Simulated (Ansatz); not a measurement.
# CHClSi−: structure from calculated spectroscopic constants

These gas-phase data were calculated for one isomer of CHClSi− at PBE0-D3(BJ)/def2-SVPD (harmonic, unscaled wavenumbers; equilibrium rotational constants with average atomic masses):

| Item | Value |
| --- | --- |
| rotational constants | 82.8, 2.977, 2.873 GHz |
| all wavenumbers above 1500 cm⁻¹ | 1921 |

Candidates:

(1) the doublet with the links of `[H]/[Si-]=[C]/Cl`
(2) the doublet with the links of `[H]/[C]=[Si-]/Cl`

**Question.** Assign the data to one candidate and say why.

**Answer.** Candidate (1). No mode falls between 2750 and 3290 cm⁻¹, where the C–H stretch of (2) would stand.

The same quantities for all candidates:

|  | rotational constants (GHz) | wavenumbers above 1500 cm⁻¹ | E above the lowest, PBE0-D3(BJ)/def2-SVPD (kcal/mol) |
| --- | --- | --- | --- |
| (1) | 82.8, 2.977, 2.873 | 1921 | 38.4 |
| (2) | 23.95, 3.944, 3.386 | 3231 | 0.0 |

Harmonic stretches to hydrogen usually lie a few per cent above observed fundamentals. Each candidate is one conformer. Open shells are spin-unrestricted. Programs: Ansatz 0.2.0.
